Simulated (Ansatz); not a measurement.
The same path of CH4NaS (7 atoms, charge 1, multiplicity 1) was run twice with different band settings. The coordinate that changes most is the dihedral H5–C1–S2–H7.

Level of theory: RKS PBE-D4/cc-pVDZ in Ansatz.

Relaxed end points:

```xyz
7
Properties=species:S:1:pos:R:3
C -0.703 0.487 -0.222
S 1.056 0.186 0.241
Na 1.281 -2.087 1.827
H -1.199 -0.432 -0.583
H -0.730 1.278 -0.993
H -1.200 0.857 0.693
H 1.497 -0.289 -0.964
```

```xyz
7
Properties=species:S:1:pos:R:3
C -0.725 0.411 -0.292
S 0.834 -0.561 -0.446
Na 1.286 -2.058 1.851
H -1.550 -0.321 -0.386
H -0.778 1.124 -1.134
H -0.790 0.939 0.676
H 1.721 0.467 -0.270
```

Common settings: spring 5.0 eV/Å²; optimiser quadratic models (default); start path through a guess of the saddle point; force threshold 0.03 eV/Å; iteration limit 60; end points relaxed.

| run | movable images | climbing image |
| --- | --- | --- |
| 1 | 5 | yes |
| 2 | 8 | no |

(1) What does each run give, and how far can it be trusted?

## Answers

(1) Run 1: converged after 21 iterations, highest image 0.143 eV above the first end. The profile has 2 maxima (images 1, 3) with wells between them (image 2): this band takes more than one step, which may be the mechanism or a detour left from its start path. A vibrational analysis at the climbing image gives one clearly imaginary mode, 163i cm⁻¹: a first-order saddle point.
Run 2: converged after 17 iterations, highest image 0.141 eV above the first end. The profile has 2 maxima (images 3, 6) with wells between them (image 4): this band takes more than one step, which may be the mechanism or a detour left from its start path. No image climbed, so the highest image needn't sit at the top of the path.
Limits of this set-up: the dipole of an ion depends on the origin.
